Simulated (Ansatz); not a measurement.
System: oxosilicon, SiO, net charge 0, singlet state. 
Coordinates optimised at B3LYP-D3(BJ)/def2-TZVP (Ansatz, a first-principles code):
```xyz
2

Si     0.0000     0.0000    -0.5502
O      0.0000     0.0000     0.9629
```
Charge 0, spin multiplicity 1.

Basis-set convergence of Hartree-Fock and CCSD correlation energies (hartree) with Ansatz. Valence correlation only, unless marked. Spin-orbit coupling is left out. No relativistic terms.

| basis | functions | E(HF) | E(corr, CCSD) |
|---|---|---|---|
| aug-cc-pV(D+d)Z | 55 | -363.81252 | -0.29340 |
| aug-cc-pV(T+d)Z | 101 | -363.84521 | -0.34424 |
| aug-cc-pV(Q+d)Z | 169 | -363.85265 | -0.36213 |

Extrapolating the two largest sets (X = 3 and 4) as X^-3: E(corr) = (64·(-0.36213) - 27·(-0.34424))/37 = -0.3752 Eh, an estimate of the basis-set limit. The largest set recovers 96.5 % of it, the smallest 78.2 %.
